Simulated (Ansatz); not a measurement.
# Two structures, one formula

Two relaxed structures of CH5AlB, doublet (PBE0-D4/def2-TZVP; forces vanish, vibrations not checked).

A:

| atom | x (Å) | y (Å) | z (Å) |
| --- | --- | --- | --- |
| C1 | -0.6684 | 1.3695 | -0.3591 |
| B2 | 0.0310 | 0.0534 | -0.0483 |
| Al3 | 0.8942 | -1.7249 | 0.4196 |
| H4 | -0.9850 | 1.4775 | -1.4014 |
| H5 | -0.1150 | 2.2619 | -0.0500 |
| H6 | -1.5890 | 1.3436 | 0.2473 |
| H7 | 2.2744 | -2.1075 | -0.2679 |
| H8 | 0.1577 | -2.6737 | 1.4598 |

B:

C1  (-0.754, 1.348, -0.433)
B2  (0.139, 0.459, 0.497)
Al3  (0.649, -1.526, 0.273)
H4  (-1.346, 0.827, -1.187)
H5  (-0.128, 2.089, -0.947)
H6  (-1.436, 1.939, 0.191)
H7  (0.788, 1.008, 1.354)
H8  (0.320, -2.993, 0.809)
(Å)

Computed with Ansatz 0.2.0 (basis: def2-TZVPP); correlated methods freeze the cores; orbitals are unrestricted. B3LYP uses VWN-RPA correlation.

Which structure is lower at CCSD(T), and by how much? (Judge from chemistry; the value comes from the calculation.)

Computed: B, by 34.6 kJ/mol (electronic energy, against the other). By their contacts, A is CH₅AlB ([CH3][B][AlH2]) and B is CH₅AlB ([CH3][BH][AlH]).

All methods give the same order:

| method | E(B) − E(A) (kJ/mol) |
| --- | --- |
| PBE-D4 | -48.5 |
| r2SCAN-D4 | -37.8 |
| PBE0-D4 | -42.9 |
| B3LYP-D4 | -38.0 |
| wB97M-V | -31.5 |
| HF | -18.9 |
| MP2 | -33.7 |
| CCSD | -31.7 |
| CCSD(T) | -34.6 |

No T1 diagnostic of these runs exceeds 0.029. ⟨S²⟩ of the unrestricted Hartree–Fock references: 0.76 to 0.80 (a pure state has 0.75). The unrestricted reference is spin-contaminated, which hurts MP2 most.

Labels in which every atom is bracketed show which atoms are joined, not bond orders.

For scale, one of the runs: CCSD(T)/def2-TZVPP, 174 basis functions, launched by `ansatz run in.yaml --threads 2 --pin off --events-out ev --progress --plain --max-ram 4352MiB`. The run took 62 s on 2 CPU threads of an Intel Xeon Platinum 8259CL (shared host), with 3.6 GiB of host memory at its peak.
